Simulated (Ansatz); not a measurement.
The same path of H$_{4}$O$_{2}$Si (7 atoms, charge 0, multiplicity 1) was run twice with different band settings. Lost on the way: Si1–H2. Made: H2–O3.

All numbers below come from RKS LDA/def2-mTZVP (Ansatz).

Relaxed end points:

```xyz
7
Properties=species:S:1:pos:R:3
Si 0.145 -0.024 0.218
H 0.082 0.006 1.718
O 1.715 -0.240 -0.239
H 2.289 -0.769 0.343
H -0.289 1.236 -0.436
O -0.897 -1.169 -0.348
H -0.964 -2.009 0.138
```

```xyz
7
Properties=species:S:1:pos:R:3
Si -0.619 0.277 0.271
H 1.435 -0.248 1.657
O 1.385 0.020 0.715
H 1.386 -0.830 0.194
H -0.119 1.047 -0.960
O -0.450 -1.270 -0.483
H -0.935 -1.965 0.001
```

Common settings: movable images 7; climbing image yes; spring 5.0 eV/Å²; optimiser quadratic models (default); start path through a guess of the saddle point; iteration limit 60; end points relaxed.

| run | force threshold |
| --- | --- |
| 1 | 0.05 eV/Å |
| 2 | 0.2 eV/Å |

What does each run give, and how far can it be trusted?

Run 1: converged after 11 iterations, highest image 2.961 eV above the first end. A vibrational analysis at the climbing image gives one clearly imaginary mode, 1297i cm⁻¹: a first-order saddle point.
Run 2: converged after 9 iterations, highest image 2.962 eV above the first end. The threshold of 0.2 eV/Å is loose, so the images may lie well off the minimum-energy path. Another band between the same ends (7 images) ends at a top of the same energy, where a vibrational analysis finds 1 clearly imaginary mode.
The orbitals stay closed-shell, which can raise the energy where a bond breaks towards radicals; this wasn't checked here.
